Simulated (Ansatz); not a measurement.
**H3O+ (singlet): the correlation ladder at distance O1–H4 = 0.784 Å, 6-31G**

One table from this session's results is given with a row withheld; the runs are named, their logs left out.

Program: Ansatz 0.2.0, Gaussian basis. Level of theory: 6-31G, core rule «outside noble gas», up to 1 orbitals frozen. These are calculated values, not measurements.

To be run: UHF; CCSD(T) on RHF; BCCD(T) on RHF; CISD; CCSDT(Q) on RHF; CISDTQ; CCSDTQ on RHF; CASSCF and MRCISD+Q, 2 electrons in 2 orbitals; CASSCF and NEVPT2, 2 electrons in 2 orbitals; Full CI.

22 further runs of the same task are left out: 2 for a known fault of the program, 11 that didn't finish, 9 set aside as unsound or not needed.

### The geometry

The geometry derives from a PBE0/def2-TZVP stationary point (not a proven minimum). One bond is set to the value named and the two fragments are kept rigid.

4 atoms, charge 1, spin multiplicity 1.

Atoms are counted from 1 here; the program's logs count them from 0.

Bond lengths: O1–H2 0.978 Å, O1–H3 0.978 Å, O1–H4 0.784 Å. Angles: H2–O1–H3 113.0°, H2–O1–H4 113.0°, H3–O1–H4 113.0°.

Set-up of the first run:

File in.yaml:

```yaml
crystal:
  periodic: [false, false, false]
  atoms:
    - {symbol: O, position_ang: [-0.004683, -0.008749, -0.039145]}
    - {symbol: H, position_ang: [0.936191, 0.005524, 0.228083]}
    - {symbol: H, position_ang: [-0.488385, 0.800776, 0.220778]}
    - {symbol: H, position_ang: [-0.373468, -0.667428, 0.172502]}
basis:
  gaussian: {orbitals: 6-31G}
total_charge: 1
magnetization: {spin_polarized: true, initial_magnetization: 0}
hamiltonian: {xc: hf}
output: {orbitals: {seedname: orbitals}}
```

Command:

```console
$ ansatz run in.yaml --threads 1 --pin off --events-out ev --progress --plain --max-ram 2393MiB
```

Among the steps run: UHF; CCSD(T) on RHF; BCCD(T) on RHF; CISD; CCSDT(Q) on RHF; CISDTQ; CCSDTQ on RHF; CASSCF and MRCISD+Q, 2 electrons in 2 orbitals; CASSCF and NEVPT2, 2 electrons in 2 orbitals; Full CI.

One of the session's tables, all rows but one given; the rest of the session is left out.

| method | from FCI (kcal/mol) |
| --- | --- |
| RHF | +82.01 |
| RMP2 | +5.96 |
| CISD | ? |
| RCCSD | +0.81 |
| RCCSD(T) | +0.25 |
| BCCD(T) | +0.25 |
| RCCSDT | +0.19 |
| CISDTQ | +0.08 |
| RCCSDT(Q) | 0.00 |
| RCCSDTQ | 0.00 |
| CASSCF pair | +69.70 |
| NEVPT2 pair | +4.05 |
| MRCISD pair | +2.71 |
| MRCISD+Q pair | +0.64 |
| FCI | 0 |

Estimate the missing values for CISD.

As computed: from FCI (kcal/mol): +3.59. In the column «from FCI (kcal/mol)» it lies between MRCISD pair (+2.71) and NEVPT2 pair (+4.05).
